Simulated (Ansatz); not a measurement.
Input file for Ansatz (a quantum-chemistry and plane-wave program): R-wB97X-V/def2-TZVPPD on H2O (SMILES O) with ghost functions. Files ending in .json are basis or fitting sets from the Basis Set Exchange.

Ansatz 0.2 input:
```yaml
crystal:
  periodic: [false, false, false]
  atoms:
    - {symbol: O, position_ang: [-2.75297518, -0.58446143, -0.00777268]}
    - {symbol: H, position_ang: [-3.11163218, 0.30322057, 0.02455932]}
    - {symbol: H, position_ang: [-1.79146718, -0.44686643, 0.00835532]}
basis:
  gaussian:
    orbitals: def2-TZVPPD.json
    ghost_atoms:
      - {symbol: N, position_ang: [1.22419682, -0.32787943, 0.02274332]}
      - {symbol: H, position_ang: [1.51956182, -0.88051743, -0.77204768]}
      - {symbol: H, position_ang: [1.53427782, -0.83860043, 0.83960232]}
      - {symbol: C, position_ang: [1.88353282, 0.98048457, -0.01749868]}
      - {symbol: H, position_ang: [1.57298982, 1.56220957, 0.84701632]}
      - {symbol: H, position_ang: [2.97484182, 0.94118957, -0.02645468]}
      - {symbol: H, position_ang: [1.55681982, 1.51640157, -0.90532268]}
hamiltonian:
  xc: {name: wB97X-V}
scf: {lower_state_search: off}
```

Task: Predict the final total energy.

Result: -76.4370 hartree.

Task: How many basis functions does it have, and what does it roughly cost on one machine?

Result: 233 functions; roughly 7 core-seconds.
